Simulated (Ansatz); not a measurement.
**CH₂S: a ladder of functionals and wavefunction methods**

An exercise on one series of results from a longer session: the logs are not shown, and one member is left open.

Program: Ansatz 0.2.0, Gaussian basis. Level of theory: functionals in def2-TZVPP, the program's frozen cores in correlated methods. These are calculated values, not measurements.

Plan: LDA (SPW92), PBE-D4, revPBE-D4, BLYP-D4, r2SCAN-D4, B97M-V, PBE0-D4, B3LYP-D4, r2SCANh-D4, r2SCAN0-D4, HSE06-D4, BHLYP-D4, CAM-B3LYP-D4, LC-ωPBE, ωB97X-V, ωB97M-V, B2PLYP, PBE-QIDH; CCSD(T)/def2-SVP; CCSD(T)/def2-TZVPP; CCSD(T)/def2-QZVPP; extrapolation to the limit; RPA on PBE.

### Structure used throughout

The geometry comes from an earlier relaxation with PBE0-D4 in a triple-zeta def2 set; it is a stationary point.

SMILES `C=S`, 4 atoms, charge 0, spin multiplicity 1.

Atoms are counted from 1 here; the program's logs count them from 0.

Bond lengths: C1–S2 1.599 Å, C1–H3 1.090 Å, C1–H4 1.090 Å. Angles: S2–C1–H3 122.2°, S2–C1–H4 122.2°, H3–C1–H4 115.6°.

Coordinates:

```mol
CH2S
  3D, bonds by distance, orders not assigned

  4  3  0  0  0  0  0  0  0  0999 V2000
   -0.0822   -0.0484   -0.0453 C   0  0
    1.3228    0.4393    0.5427 S   0  0
   -0.9617   -0.1803    0.5857 H   0  0
   -0.2234   -0.2708   -1.1034 H   0  0
  1  2  8  0
  1  3  8  0
  1  4  8  0
M  END
```

Set-up of the first run:

in.yaml reads:

```yaml
crystal:
  periodic: [false, false, false]
  atoms:
    - {symbol: C, position_ang: [-0.082163, -0.048418, -0.045267]}
    - {symbol: S, position_ang: [1.322794, 0.439292, 0.542738]}
    - {symbol: H, position_ang: [-0.961738, -0.180333, 0.585656]}
    - {symbol: H, position_ang: [-0.223392, -0.270841, -1.103427]}
basis:
  gaussian: {orbitals: def2-TZVPP}
hamiltonian: {xc: lda}
output: {orbitals: {seedname: orbitals}}
```

Launch:

```sh
$ ansatz run in.yaml --threads 2 --pin off --events-out ev --progress --plain --max-ram 32768MiB --backend cpu
```

Among the steps run: LDA; PBE-D4 (GGA); revPBE-D4 (GGA); BLYP-D4 (GGA); r2SCAN-D4 (meta-GGA); B97M-V (meta-GGA); B3LYP-D4 (hybrid); r2SCANh-D4 (hybrid); r2SCAN0-D4 (hybrid); HSE06-D4 (hybrid); BHLYP-D4 (hybrid); CAM-B3LYP-D4 (range-separated); LC-ωPBE (range-separated); ωB97X-V (range-separated); ωB97M-V (range-separated); B2PLYP (double hybrid); PBE-QIDH (double hybrid).

One of the session's tables, all rows but one given; the rest of the session is left out.

It belongs to the step «Orbital energies across the functionals». 

| functional | HOMO (eV) | LUMO (eV) | gap (eV) |
| --- | --- | --- | --- |
| LDA (SPW92) | -5.53 | -3.72 | 1.82 |
| PBE-D4 | -5.44 | -3.52 | 1.93 |
| revPBE-D4 | -5.41 | -3.45 | 1.96 |
| BLYP-D4 | ? | ? | ? |
| r2SCAN-D4 | -5.67 | -3.40 | 2.27 |
| B97M-V | -5.73 | -3.31 | 2.43 |
| PBE0-D4 | -6.69 | -2.53 | 4.16 |
| B3LYP-D4 | -6.45 | -2.74 | 3.72 |
| r2SCANh-D4 | -6.13 | -3.03 | 3.11 |
| r2SCAN0-D4 | -6.83 | -2.47 | 4.36 |
| HSE06-D4 | -6.29 | -2.92 | 3.37 |
| BHLYP-D4 | -7.80 | -1.41 | 6.39 |
| CAM-B3LYP-D4 | -8.03 | -1.33 | 6.71 |
| LC-ωPBE | -9.44 | -0.19 | 9.26 |
| ωB97X-V | -9.07 | -0.23 | 8.83 |
| ωB97M-V | -8.89 | -0.28 | 8.61 |

Q: Estimate the row for BLYP-D4 from the others.

Worked estimate for «HOMO (eV)». Against the share of exact exchange, B3LYP-D4 (0.2, -6.45), BHLYP-D4 (0.5, -7.80) give a slope of -4.50 per unit share; at 0 the line stands at -5.55.

The run gave: HOMO (eV): -5.30; LUMO (eV): -3.36; gap (eV): 1.94. In «HOMO (eV)» the line misses by -0.25.
